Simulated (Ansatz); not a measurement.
**doublet BO2: levels of theory in one basis**

```yaml
atoms:
  - { symbol: O, position_ang: [0.0000, 0.0000, -1.3282] }
  - { symbol: B, position_ang: [0.0000, 0.0000, 0.0000] }
  - { symbol: O, position_ang: [0.0000, 0.0000, 1.3282] }
```

Basis set: def2-SVP (spherical functions). Left uncorrelated: 3 orbitals. Correlation on ROHF uses semicanonical orbitals with singles. Charge 0, multiplicity 2.

Computed with Ansatz (development build ahead of 0.2.0); each method stands on the lowest determinant of its kind that the runs found.

```tsv
method	E − E(ROHF) (eV)	<S²> of the determinant
ROHF	0.00	–
UHF	-0.43	1.00
ROHF-MP2	-11.33	–
ROHF-CCSD(T)	-12.41	–
UHF-CCSD(T)	-12.43	1.00
```

Problem. What does UHF-MP2 give on the same scale?

Solution. -11.13 eV.

Caution for ROHF, ROHF-MP2, ROHF-CCSD(T): the determinant may break the point group. Caution for UHF, UHF-MP2, UHF-CCSD(T): the unrestricted determinant is spin contaminated.
